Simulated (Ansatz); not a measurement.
Methyl acrylate (`C=CC(=O)OC`). The species carries charge 0 and has multiplicity 1. The structure was optimised at the PBE0-D4/def2-TZVP level. It is one conformer, not always the lowest.

```xyz
12

C     0.957    1.569   -1.219
C     0.098    0.591   -1.476
C    -0.411   -0.359   -0.468
O    -1.191   -1.241   -0.724
O     0.079   -0.142    0.759
C    -0.386   -1.037    1.762
H     1.296    2.236   -2.004
H     1.345    1.728   -0.220
H    -0.297    0.421   -2.471
H    -0.119   -2.065    1.514
H    -1.471   -0.971    1.862
H     0.100   -0.729    2.685
```

(1) What is the dipole moment at ωB97M-V/def2-TZVPP? (Best estimate.)

(2) And with PBE, r2SCAN, B3LYP? (Estimate.)

(3) Give the Mulliken charges with ωB97M-V, r2SCAN, B3LYP in def2-TZVPP. (Estimate.)

## Answers

(1) The calculation gave: 2.23 D, with components (1.40, 1.41, 1.02) D in this frame, pointing from negative to positive charge.

(2) The calculation gave: PBE 2.13 D, r2SCAN 2.22 D, B3LYP 2.23 D.

(3) Computed: 
```csv
atom,ωB97M-V,r2SCAN,B3LYP
C1,-0.16,-0.12,-0.17
C2,-0.17,-0.18,-0.18
C3,0.39,0.42,0.36
O4,-0.34,-0.36,-0.33
O5,-0.27,-0.26,-0.27
C6,-0.20,-0.01,-0.14
H7,0.12,0.09,0.12
H8,0.12,0.10,0.12
H9,0.12,0.10,0.13
H10,0.14,0.08,0.12
H11,0.14,0.08,0.12
H12,0.13,0.07,0.12
```

B3LYP here is the variant with VWN-RPA as its local correlation; programs differ in this.
